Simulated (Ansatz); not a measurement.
Si(CN)H3 (CH₃NSi). Total charge 0; singlet. Geometry PBE0-D4/def2-TZVP, basis def2-TZVP, Ansatz.

| run | HOMO (eV) | LUMO (eV) |
| --- | --- | --- |
| A | -9.61 | -0.84 |
| B | -9.86 | -0.62 |
| C | -12.30 | 1.62 |
| D | -9.45 | -1.00 |
| E | -8.38 | -1.47 |
| F | -12.74 | 1.71 |

LC-ωPBE has ω = 0.4 bohr⁻¹. B3LYP takes the VWN-RPA correlation. HSE06 is defined as in plane-wave codes, on full-range PBE exchange.

Task: The runs used B3LYP, BLYP, HSE06, LC-ωPBE, PBE0, ωB97X-V. Estimate which is which.

Result: A B3LYP (20 % exact exchange); B PBE0 (25 % exact exchange); C ωB97X-V (range-separated); D HSE06 (range-separated); E BLYP (0 % exact exchange); F LC-ωPBE (range-separated). Exact exchange lowers occupied and raises empty levels; among semilocal functionals meta-GGAs tend to open the gap a little, and such runs are hard to tell apart. The gap grows from 6.91 eV (BLYP) to 14.45 eV (LC-ωPBE).
